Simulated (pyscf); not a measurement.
Optimised with ωB97X-D3(BJ)/def2-SVP in PySCF.

**Question.** HC≡C–CH₃ (SMILES C#CC) + •H₂C–CH₃ (SMILES [CH2]C) → H₃C–C•=CH–CH₂–CH₃ (SMILES C[C]=CCC)
Surface: doublet. Broken: none. Formed: C–C. Give ΔE‡ and ΔE from ωB97M-D3(BJ)/def2-TZVP, relative to the separated reactants.

**Answer.** ΔE‡ = 7.2 kcal/mol, ΔE = -28.2 kcal/mol. Zero-point energy shifts the barrier by +1.5 kcal/mol. It is an addition, with an imaginary mode of 536i cm⁻¹. H₃C–C•=CH–CH₂–CH₃ lies 24.9 kcal/mol over its isomer cyclic C₅H₉ (SMILES [CH]1CCCC1) [doublet] (electronic energy, ωB97M-D3(BJ)). This is the saddle that the search found; another between the same sides may lie lower.
